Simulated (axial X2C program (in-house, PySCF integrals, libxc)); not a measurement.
**BN⁺: properties at the nuclei**

Calculated with an axial X2C code built on PySCF integrals: two-component X2C with atomic mean-field Coulomb and Gaunt terms, Gaussian nuclei, basis N dyall-av3z, B dyall-v3z with contracted cores.

R = 1.438 Å (near the PBE0 minimum at charge 1 of the determinant lowest at the starting distance; the state shown can have its own minimum elsewhere).

Input and command:
```json
{"zs": [7, 5], "q": 1, "bas": ["dyall-av3z", "dyall-v3z"], "r0": 1.38, "levels": ["PBE0", "HF", "B3LYP", "LDA", "PBE50"], "nst": 3}
```
```bash
python soeom.py task.json out
```

Keys: zs atomic numbers; q charge; bas basis sets; r0 starting distance in Å; levels methods; nst determinants followed.

Determinant lowest in the PBE0 search, Ω = 3/2 (⟨Sz⟩ = 1.50, ⟨Lz⟩ = 0.00 at PBE0), spin on the atoms N 0.89, B 0.61:

| level | Eeff magnitude (GV/cm) | Ws magnitude N (kHz) | Ws magnitude B (kHz) | A∥/gI N (MHz) | qzz N (a.u.) | A∥/gI B (MHz) | qzz B (a.u.) |
| --- | --- | --- | --- | --- | --- | --- | --- |
| PBE0 | 0.0153 | 0.000872 | 0.00317 | -51.8 | -1.29 | 223 | -0.50 |
| HF | 0.0183 | 0.00128 | 0.00352 | -25.5 | -1.11 | 229 | -0.59 |
| B3LYP | 0.0151 | 0.000695 | 0.00327 | -44.1 | -1.29 | 228 | -0.51 |
| LDA | 0.0133 | 0.00043 | 0.00305 | -66.7 | -1.35 | 209 | -0.46 |
| PBE50 | 0.0162 | 0.001 | 0.00327 | -48.8 | -1.22 | 226 | -0.53 |

Determinant 1.60 eV from it at PBE0 and this distance, Ω = 1/2 (⟨Sz⟩ = 0.50, ⟨Lz⟩ = 0.00 at PBE0), spin on the atoms N 0.02, B 0.48:

```csv
level,Eeff magnitude (GV/cm),Ws magnitude N (kHz),Ws magnitude B (kHz),A∥/gI N (MHz),qzz N (a.u.),A∥/gI B (MHz),qzz B (a.u.)
PBE0,0.0144,0.00233,0.00926,68.3,-1.47,713,-0.49
HF,0.016,0.00297,0.00985,81,-1.38,762,-0.57
B3LYP,0.0147,0.00221,0.00964,60,-1.52,741,-0.50
LDA,0.0132,0.00164,0.009,71,-1.54,699,-0.46
PBE50,0.015,0.00265,0.00946,66.8,-1.41,728,-0.52
```

Eeff is the effective electric field on the electron electric dipole moment in this Ω state and Ws the scalar–pseudoscalar constant of the nucleus named (defined with the proton number Z and per Ω); A∥ (defined per Ω) follows by multiplying with gI = μI/(I μN); qzz is the electric field gradient, eQq0 = 234.96 MHz × Q/barn × qzz. The operators were transformed with the bare-nucleus X2C matrices; with these basis sets, hyperfine constants and field gradients can be off by tens of per cent, and where levels differ in sign neither size nor sign is settled.

Task: With Q(14N) = 0.02044 barn, gI(11B) = 1.7924, Q(11B) = 0.04059 barn (g factors from the IAEA table of nuclear moments by Stone; Q from Pyykkö, Mol. Phys. 2018), turn the PBE0 values of the first state into constants in MHz.

Result: eQq0(14N) = 234.96 × (0.02044) × (-1.29) = -6.2 MHz; A∥(11B) = 223 × 1.7924 = 400 MHz; eQq0(11B) = 234.96 × (0.04059) × (-0.50) = -4.77 MHz.

Each state is one determinant with collinear spin, which with several unpaired electrons need not be a pure state. Unrestricted Hartree–Fock can overshoot spin polarisation at the nuclei. This is the top spin component of a Σ state; components of lower Ω are not single determinants and can lie lower. With several open shells hyperfine constants can be off by a factor of several. States lie within half an eV, so the first need not be the ground state. Further determinants of the search, some of them spin-mixed, are not shown. Where a field gradient or hyperfine factor spreads by more than a factor of two over the levels, a constant derived from it is not to be relied on. PBE0 term energies can be off by some tenths of an eV.
